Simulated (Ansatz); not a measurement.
`BNC` + H• → `B[N]C`• + H₂ at 600 K and 1 bar (hydrogen abstraction from the N–H bond).

Calculated with Ansatz (gas phase, PBE0-D4/def2-TZVP geometries, no zero-point term in ΔE). CCSD(T)/CBS is the MP2 limit (def2-TZVPP, def2-QZVPP) plus CCSD(T) − MP2 in def2-TZVPP, frozen cores. This one scheme is used for every species, atoms too. No spin–orbit coupling; open shells (•) take unrestricted orbitals.

```tsv
species	CCSD(T)/CBS energy (Eh)	H − E (kJ/mol)	S (J/(mol·K))
`BNC`	-121.18426	242.2	328.7
H•	-0.50000	12.5	129.3
`B[N]C`•	-120.49823	200.4	347.9
H₂	-1.17544	43.9	150.8
```

H − E and S are ideal-gas, rigid-rotor, harmonic terms from PBE0-D4/def2-TZVP, with the whole ground term of open shells counted as degenerate. The MP2-based limit puts H₂ 0.8 mEh under its directly extrapolated value; such offsets cancel only in part. 1 Eh = 2625.50 kJ/mol, R = 8.31446 J/(mol·K).

By hand: ΔE, ΔH, ΔS and ΔG.

ΔE = (-120.49823) + (-1.17544) − (-121.18426) − (-0.50000) = 0.01059 Eh = 27.8 kJ/mol. Δ(H − E) = 200.4 + 43.9 − 242.2 − 12.5 = -10.4, so ΔH = 17.4 kJ/mol. ΔS = 347.9 + 150.8 − 328.7 − 129.3 = 40.7 J/(mol·K). ΔG = 17.4 − 600 × (40.7)/1000 = -7.0 kJ/mol.

By hand: the equilibrium constant, and the temperature at which ΔG would vanish if ΔH and ΔS stayed fixed.

log₁₀ K = −ΔG/(RT ln 10) = 0.6. ΔG = 0 at ΔH/ΔS = 428 K.

TΔS isn't small against ΔH here. A doubt of 5 kJ/mol in ΔE shifts log₁₀ K by 0.4 here. These are equilibria of isolated gas molecules and say nothing of rates. Largest T1 diagnostic: 0.024 (customary marks: 0.02 for closed shells, 0.045 for open ones).
